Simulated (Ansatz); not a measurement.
Ansatz (a first-principles code) input (B3LYP-D3(BJ)/def2-TZVP):

Ansatz 0.2 input:
```yaml
crystal:
  periodic: [false, false, false]
  atoms:
    - {symbol: C, position_ang: [1.16910222, -0.36617596, 0.02828903]}
    - {symbol: C, position_ang: [-0.10408161, 0.53431809, 0.00128847]}
    - {symbol: N, position_ang: [-1.34669152, -0.13737348, 0.07933010]}
    - {symbol: H, position_ang: [2.11280067, 0.21329900, 0.02223681]}
    - {symbol: H, position_ang: [1.14463869, -1.00560646, 0.91783451]}
    - {symbol: H, position_ang: [1.17011329, -1.02478128, -0.84891733]}
    - {symbol: H, position_ang: [0.06656603, 1.21425004, -0.89406259]}
    - {symbol: H, position_ang: [-0.00646576, 1.21717278, 0.86877351]}
    - {symbol: H, position_ang: [-1.45093600, -0.66157262, -0.79864059]}
basis:
  gaussian:
    orbitals: def2-TZVP
hamiltonian:
  xc: b3lyp
  dispersion: d3bj
total_charge: -1
phonons: {temperatures: {t_min: 298.15, t_max: 298.15, t_step: 100}}
```

Output:

```
Functional definition: B3LYP
integrals: 0.03 GiB planned
779 factors; their error is unknown
mean field: 0.41 GiB planned
mean field evaluation 1: about -3656.7414 eV, gradient 4.8e1 eV
mean field evaluation 2: about -3622.0376 eV, gradient 1.1e2 eV
mean field evaluation 4: about -3661.8775 eV, gradient 7.1e0 eV
mean field evaluation 8: about -3662.0125 eV, gradient 2.0e-1 eV
mean field evaluation 16: about -3661.9971 eV, gradient 9.3e-5 eV
mean field -3661.99712256 eV, -134.5759120634 hartree, gradient 2.9e-5 eV, S^2 0.000000; 0 other end points of the search recorded, 0 dependent functions left out
the calculation of the forces begins
reference -3661.99735713 eV, -134.5759206837 hartree; 13, 13 occupied and 116, 116 virtual orbitals, 779 factors
these checks for a lower state are left out or cut short: stability, starts, cluster_reference, orbital_swaps, neighbouring_geometries, increment
integrals: 0.03 GiB planned
779 factors; their error is unknown
mean field: 0.41 GiB planned
mean field -3661.99702137 eV, -134.5759083445 hartree, gradient 2.2e-6 eV, S^2 0.000000; 0 other end points of the search recorded, 0 dependent functions left out
the calculation of the forces begins
reference -3661.99725588 eV, -134.5759169626 hartree; 13, 13 occupied and 116, 116 virtual orbitals, 779 factors
these checks for a lower state are left out or cut short: stability, starts, cluster_reference, orbital_swaps, neighbouring_geometries, increment
integrals: 0.03 GiB planned
779 factors; their error is unknown
mean field: 0.41 GiB planned
mean field evaluation 32: about -3661.9970 eV, gradient 2.2e-6 eV
mean field -3661.99697573 eV, -134.5759066674 hartree, gradient 2.2e-6 eV, S^2 0.000000; 0 other end points of the search recorded, 0 dependent functions left out
the calculation of the forces begins
reference -3661.99721036 eV, -134.5759152899 hartree; 13, 13 occupied and 116, 116 virtual orbitals, 779 factors
these checks for a lower state are left out or cut short: stability, starts, cluster_reference, orbital_swaps, neighbouring_geometries, increment
integrals: 0.03 GiB planned
779 factors; their error is unknown
mean field: 0.41 GiB planned
mean field -3661.99696992 eV, -134.5759064538 hartree, gradient 2.2e-6 eV, S^2 0.000000; 0 other end points of the search recorded, 0 dependent functions left out
the calculation of the forces begins
reference -3661.99720442 eV, -134.5759150717 hartree; 13, 13 occupied and 116, 116 virtual orbitals, 779 factors
these checks for a lower state are left out or cut short: stability, starts, cluster_reference, orbital_swaps, neighbouring_geometries, increment
integrals: 0.03 GiB planned
779 factors; their error is unknown
mean field: 0.41 GiB planned
mean field -3661.99698141 eV, -134.5759068760 hartree, gradient 2.2e-6 eV, S^2 0.000000; 0 other end points of the search recorded, 0 dependent functions left out
the calculation of the forces begins
reference -3661.99721604 eV, -134.5759154987 hartree; 13, 13 occupied and 116, 116 virtual orbitals, 779 factors
these checks for a lower state are left out or cut short: stability, starts, cluster_reference, orbital_swaps, neighbouring_geometries, increment
integrals: 0.03 GiB planned
779 factors; their error is unknown
mean field: 0.41 GiB planned
mean field -3661.99695739 eV, -134.5759059936 hartree, gradient 2.2e-6 eV, S^2 0.000000; 0 other end points of the search recorded, 0 dependent functions left out
the calculation of the forces begins
reference -3661.99719192 eV, -134.5759146122 hartree; 13, 13 occupied and 116, 116 virtual orbitals, 779 factors
these checks for a lower state are left out or cut short: stability, starts, cluster_reference, orbital_swaps, neighbouring_geometries, increment
integrals: 0.03 GiB planned
[...]
these checks for a lower state are left out or cut short: stability, starts, cluster_reference, orbital_swaps, neighbouring_geometries, increment
integrals: 0.03 GiB planned
779 factors; their error is unknown
mean field: 0.41 GiB planned
mean field -3661.99707003 eV, -134.5759101330 hartree, gradient 2.2e-6 eV, S^2 0.000000; 0 other end points of the search recorded, 0 dependent functions left out
the calculation of the forces begins
reference -3661.99730452 eV, -134.5759187501 hartree; 13, 13 occupied and 116, 116 virtual orbitals, 779 factors
these checks for a lower state are left out or cut short: stability, starts, cluster_reference, orbital_swaps, neighbouring_geometries, increment
integrals: 0.03 GiB planned
779 factors; their error is unknown
mean field: 0.41 GiB planned
mean field -3661.99707543 eV, -134.5759103314 hartree, gradient 2.2e-6 eV, S^2 0.000000; 0 other end points of the search recorded, 0 dependent functions left out
the calculation of the forces begins
reference -3661.99731009 eV, -134.5759189548 hartree; 13, 13 occupied and 116, 116 virtual orbitals, 779 factors
these checks for a lower state are left out or cut short: stability, starts, cluster_reference, orbital_swaps, neighbouring_geometries, increment
integrals: 0.03 GiB planned
779 factors; their error is unknown
mean field: 0.41 GiB planned
mean field -3661.99709992 eV, -134.5759112311 hartree, gradient 2.2e-6 eV, S^2 0.000000; 0 other end points of the search recorded, 0 dependent functions left out
the calculation of the forces begins
reference -3661.99733447 eV, -134.5759198510 hartree; 13, 13 occupied and 116, 116 virtual orbitals, 779 factors
these checks for a lower state are left out or cut short: stability, starts, cluster_reference, orbital_swaps, neighbouring_geometries, increment
integrals: 0.03 GiB planned
779 factors; their error is unknown
mean field: 0.41 GiB planned
mean field evaluation 320: about -3662.0120 eV, gradient 4.5e-1 eV
mean field -3661.99710897 eV, -134.5759115640 hartree, gradient 2.2e-6 eV, S^2 0.000000; 0 other end points of the search recorded, 0 dependent functions left out
the calculation of the forces begins
reference -3661.99734355 eV, -134.5759201847 hartree; 13, 13 occupied and 116, 116 virtual orbitals, 779 factors
these checks for a lower state are left out or cut short: stability, starts, cluster_reference, orbital_swaps, neighbouring_geometries, increment
integrals: 0.03 GiB planned
779 factors; their error is unknown
mean field: 0.41 GiB planned
mean field -3661.99709630 eV, -134.5759110982 hartree, gradient 2.2e-6 eV, S^2 0.000000; 0 other end points of the search recorded, 0 dependent functions left out
the calculation of the forces begins
reference -3661.99733083 eV, -134.5759197170 hartree; 13, 13 occupied and 116, 116 virtual orbitals, 779 factors
these checks for a lower state are left out or cut short: stability, starts, cluster_reference, orbital_swaps, neighbouring_geometries, increment
integrals: 0.03 GiB planned
779 factors; their error is unknown
mean field: 0.41 GiB planned
mean field -3661.99706548 eV, -134.5759099655 hartree, gradient 2.2e-6 eV, S^2 0.000000; 0 other end points of the search recorded, 0 dependent functions left out
the calculation of the forces begins
reference -3661.99730009 eV, -134.5759185872 hartree; 13, 13 occupied and 116, 116 virtual orbitals, 779 factors
these checks for a lower state are left out or cut short: stability, starts, cluster_reference, orbital_swaps, neighbouring_geometries, increment
integrals: 0.03 GiB planned
779 factors; their error is unknown
mean field: 0.41 GiB planned
mean field -3661.99707213 eV, -134.5759102101 hartree, gradient 2.2e-6 eV, S^2 0.000000; 0 other end points of the search recorded, 0 dependent functions left out
the calculation of the forces begins
reference -3661.99730665 eV, -134.5759188286 hartree; 13, 13 occupied and 116, 116 virtual orbitals, 779 factors
these checks for a lower state are left out or cut short: stability, starts, cluster_reference, orbital_swaps, neighbouring_geometries, increment
integrals: 0.03 GiB planned
779 factors; their error is unknown
mean field: 0.41 GiB planned
mean field evaluation 352: about -3661.9971 eV, gradient 6.4e-3 eV
mean field -3661.99705202 eV, -134.5759094712 hartree, gradient 2.2e-6 eV, S^2 0.000000; 0 other end points of the search recorded, 0 dependent functions left out
the calculation of the forces begins
reference -3661.99728664 eV, -134.5759180932 hartree; 13, 13 occupied and 116, 116 virtual orbitals, 779 factors
these checks for a lower state are left out or cut short: stability, starts, cluster_reference, orbital_swaps, neighbouring_geometries, increment
integrals: 0.03 GiB planned
779 factors; their error is unknown
mean field: 0.41 GiB planned
mean field -3661.99708240 eV, -134.5759105875 hartree, gradient 2.2e-6 eV, S^2 0.000000; 0 other end points of the search recorded, 0 dependent functions left out
the calculation of the forces begins
reference -3661.99731695 eV, -134.5759192069 hartree; 13, 13 occupied and 116, 116 virtual orbitals, 779 factors
these checks for a lower state are left out or cut short: stability, starts, cluster_reference, orbital_swaps, neighbouring_geometries, increment
integrals: 0.03 GiB planned
779 factors; their error is unknown
mean field: 0.41 GiB planned
mean field -3661.99713410 eV, -134.5759124874 hartree, gradient 2.2e-6 eV, S^2 0.000000; 0 other end points of the search recorded, 0 dependent functions left out
the calculation of the forces begins
reference -3661.99736869 eV, -134.5759211085 hartree; 13, 13 occupied and 116, 116 virtual orbitals, 779 factors
these checks for a lower state are left out or cut short: stability, starts, cluster_reference, orbital_swaps, neighbouring_geometries, increment
integrals: 0.03 GiB planned
779 factors; their error is unknown
mean field: 0.41 GiB planned
mean field -3661.99707914 eV, -134.5759104676 hartree, gradient 2.2e-6 eV, S^2 0.000000; 0 other end points of the search recorded, 0 dependent functions left out
the calculation of the forces begins
reference -3661.99731373 eV, -134.5759190885 hartree; 13, 13 occupied and 116, 116 virtual orbitals, 779 factors
these checks for a lower state are left out or cut short: stability, starts, cluster_reference, orbital_swaps, neighbouring_geometries, increment
integrals: 0.03 GiB planned
779 factors; their error is unknown
mean field: 0.41 GiB planned
mean field -3661.99709743 eV, -134.5759111398 hartree, gradient 2.2e-6 eV, S^2 0.000000; 0 other end points of the search recorded, 0 dependent functions left out
the calculation of the forces begins
reference -3661.99733198 eV, -134.5759197595 hartree; 13, 13 occupied and 116, 116 virtual orbitals, 779 factors
these checks for a lower state are left out or cut short: stability, starts, cluster_reference, orbital_swaps, neighbouring_geometries, increment
integrals: 0.03 GiB planned
779 factors; their error is unknown
mean field: 0.41 GiB planned
mean field evaluation 384: about -3662.0122 eV, gradient 2.7e-4 eV
mean field -3661.99702732 eV, -134.5759085632 hartree, gradient 2.2e-6 eV, S^2 0.000000; 0 other end points of the search recorded, 0 dependent functions left out
the calculation of the forces begins
reference -3661.99726199 eV, -134.5759171872 hartree; 13, 13 occupied and 116, 116 virtual orbitals, 779 factors
these checks for a lower state are left out or cut short: stability, starts, cluster_reference, orbital_swaps, neighbouring_geometries, increment
integrals: 0.03 GiB planned
779 factors; their error is unknown
mean field: 0.41 GiB planned
mean field -3661.99704813 eV, -134.5759093280 hartree, gradient 2.2e-6 eV, S^2 0.000000; 0 other end points of the search recorded, 0 dependent functions left out
the calculation of the forces begins
reference -3661.99728260 eV, -134.5759179446 hartree; 13, 13 occupied and 116, 116 virtual orbitals, 779 factors
Total energy: -3662.20828120 eV, -134.5836720002 hartree
Atom 0 at     1.169102    -0.366176     0.028289 Å, force     0.000487    -0.000523    -0.001338 eV/Å
Atom 1 at    -0.104082     0.534318     0.001288 Å, force     0.000373     0.000352    -0.001901 eV/Å
Atom 2 at    -1.346692    -0.137373     0.079330 Å, force     0.000216     0.001482     0.001124 eV/Å
Atom 3 at     2.112801     0.213299     0.022237 Å, force    -0.000247     0.000120     0.000523 eV/Å
Atom 4 at     1.144639    -1.005606     0.917835 Å, force    -0.000576    -0.000001     0.000021 eV/Å
Atom 5 at     1.170113    -1.024781    -0.848917 Å, force     0.000749     0.000100     0.000420 eV/Å
Atom 6 at     0.066566     1.214250    -0.894063 Å, force    -0.000721    -0.000725     0.001244 eV/Å
Atom 7 at    -0.006466     1.217173     0.868774 Å, force    -0.000016     0.000129     0.000519 eV/Å
Atom 8 at    -1.450936    -0.661573    -0.798641 Å, force    -0.000266    -0.000933    -0.000611 eV/Å
Dipole moment:     0.773147    -0.004622    -0.184420 e Å
Vibrations: 278.84 340.26 434.64 779.73 799.52 1003.81 1034.91 1107.06 1262.04 1329.25 1344.98 1354.55 1443.59 1456.62 1483.78 2499.59 2839.45 2877.89 2998.92 3035.21 3277.02 cm⁻¹, zero-point energy 2.044602 eV
```

It need not be the lowest isomer of its formula. Whether it binds its extra electron was not tested at this geometry.
